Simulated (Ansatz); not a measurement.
Ansatz (a program for electronic structure) input (MP2/STO-3G):

Ansatz 0.2 input:
```yaml
crystal:
  periodic: [false, false, false]
  atoms:
    - {symbol: C, position_ang: [-0.24585069, -0.34108038, 1.22837570]}
    - {symbol: N, position_ang: [-0.18927909, 0.50905008, 0.02327978]}
    - {symbol: C, position_ang: [0.24394995, -0.21855779, -1.14733787]}
    - {symbol: H, position_ang: [0.75943835, -0.40606839, 1.70778042]}
    - {symbol: H, position_ang: [-0.90844575, 0.14663035, 1.96438018]}
    - {symbol: H, position_ang: [0.42185334, 1.33248557, 0.10013528]}
    - {symbol: H, position_ang: [1.23256580, -0.71731054, -1.04485805]}
    - {symbol: H, position_ang: [0.30621961, 0.45653183, -2.02146417]}
    - {symbol: H, position_ang: [-0.47527326, -1.01779037, -1.35515913]}
basis:
  gaussian:
    orbitals: STO-3G
total_charge: -1
magnetization: {spin_polarized: false}
correlation: {method: mp2, electrons: outside_noble_gas}
```

Output:

```
WARN ansatz: RAYON_NUM_THREADS=1 ignored (pool sized by the plan → 1); use --threads N
Functional definition: HF
integrals: 0.00 GiB planned
293 factors; integrals over basis functions are off by at most 3.1e-5 eV
mean field: 0.05 GiB planned
mean field evaluation 1: about -3583.0758 eV, gradient 2.0e1 eV
mean field evaluation 2: about -3583.2951 eV, gradient 2.0e1 eV
mean field evaluation 4: about -3584.8534 eV, gradient 1.6e0 eV
mean field evaluation 8: about -3584.8680 eV, gradient 1.2e-5 eV
mean field -3584.86796175 eV, -131.7414676837 hartree, gradient 1.4e-6 eV, S^2 0.000000; 0 other end points of the search recorded, 0 dependent functions left out
3 core orbitals not correlated
reference -3584.86796175 eV, -131.7414676837 hartree; 10, 10 occupied and 8, 8 virtual orbitals, 293 factors
second order -3.64858656 eV of doubles, -0.00000000 eV of singles
Total energy: -3588.51654832 eV, -131.8755507667 hartree
```

The dipole moment of an ion depends on the origin.
